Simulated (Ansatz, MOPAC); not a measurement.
Gas-phase reaction in SMILES: Cl[Si]Br + 3 [H][H] (H2) -> Br (HBr) + Cl (HCl) + [SiH4] (SiH4)

Wanted: energy of full hydrogenation (enthalpy at 298 K), in kcal/mol. Set-up: no dispersion term unless named; six Cartesian d functions in 6-31G* and its kin unless marked 5d; non-relativistic; no spin-orbit coupling; valence correlation only (noble-gas shells and the d and f shells of earlier blocks); LANL2DZ with its own core potentials from Na on. Ab initio and DFT rows: single points at B3LYP-D3(BJ) geometries (Ansatz, an electronic-structure program), with unscaled harmonic terms from B3LYP/6-31G* (LANL2DZ past Ar) at its own minima. Semi-empirical rows: MOPAC heats of formation at their own minima for 298 K. The Hartree-Fock reference of Cl[Si]Br is unstable towards a lower, spin-broken solution.

```json
[
 {"level": "MNDO", "program": "MOPAC", "energy of full hydrogenation (enthalpy at 298 K) (kcal/mol)": "5.0"},
 {"level": "PBE/def2-SVP", "program": "Ansatz", "energy of full hydrogenation (enthalpy at 298 K) (kcal/mol)": "-0.9"},
 {"level": "B3LYP/6-31G", "program": "Ansatz", "energy of full hydrogenation (enthalpy at 298 K) (kcal/mol)": "5.2"},
 {"level": "B3LYP/6-31G*", "program": "Ansatz", "energy of full hydrogenation (enthalpy at 298 K) (kcal/mol)": "4.4"},
 {"level": "B3LYP/6-31G* with LANL2DZ past Ar", "program": "Ansatz", "energy of full hydrogenation (enthalpy at 298 K) (kcal/mol)": "7.3"},
 {"level": "PBE0/6-31G*", "program": "Ansatz", "energy of full hydrogenation (enthalpy at 298 K) (kcal/mol)": "-0.5"},
 {"level": "MP2/6-31G*", "program": "Ansatz", "energy of full hydrogenation (enthalpy at 298 K) (kcal/mol)": "10.5"},
 {"level": "PBE/def2-TZVPD", "program": "Ansatz", "energy of full hydrogenation (enthalpy at 298 K) (kcal/mol)": "3.6"},
 {"level": "B3LYP-D3(BJ)/def2-TZVPD", "program": "Ansatz + dftd3", "energy of full hydrogenation (enthalpy at 298 K) (kcal/mol)": "2.8"},
 {"level": "PBE0/def2-TZVPD", "program": "Ansatz", "energy of full hydrogenation (enthalpy at 298 K) (kcal/mol)": "-2.2"}
]
```

No value to compare with is used here. The 7 habitual levels span -0.9 (PBE/def2-SVP) to 10.5 kcal/mol (MP2/6-31G*); PBE/def2-TZVPD gives 3.6.

The levels are drawn from those run, B3LYP/6-31G* more often than the rest, none by its result; runs whose electronic state is in doubt are left out.
